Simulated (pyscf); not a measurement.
Thermochemistry of product channels of HO–Sn(Cl)(Cl)–Cl + hydroxyl (OH•) on the doublet surface, in kcal/mol, from ωB97M-D3(BJ)/def2-TZVP energies (ideal gas, 1 atm, RRHO with modes under 100 cm⁻¹ raised to 100, one conformer, R ln 2 for chiral ones without a mode under 150 cm⁻¹). Structures and frequencies: ωB97X-D3(BJ)/def2-SVP in PySCF.

| products | ΔE | ΔH(298 K) | ΔG(298 K) | ΔG(900 K) |
|---|---|---|---|---|
| •O–Sn(Cl)(Cl)–Cl + water (H₂O) | +1.8 | +2.8 | +2.4 | +2.3 |
| HO–Sn(OH)(Cl)–Cl + Cl atom (Cl•) | ___ | -0.9 | +0.3 | +2.4 |

Question: Complete the blanks.

Answer: 
- HO–Sn(OH)(Cl)–Cl + Cl atom (Cl•), ΔE: -2.6

These are energies of the channels, which say nothing of barriers. Left out: orbital degeneracy and the spin-orbit lowering of Cl, OH. Elements past Kr carry the def2 core potentials, without spin-orbit coupling.
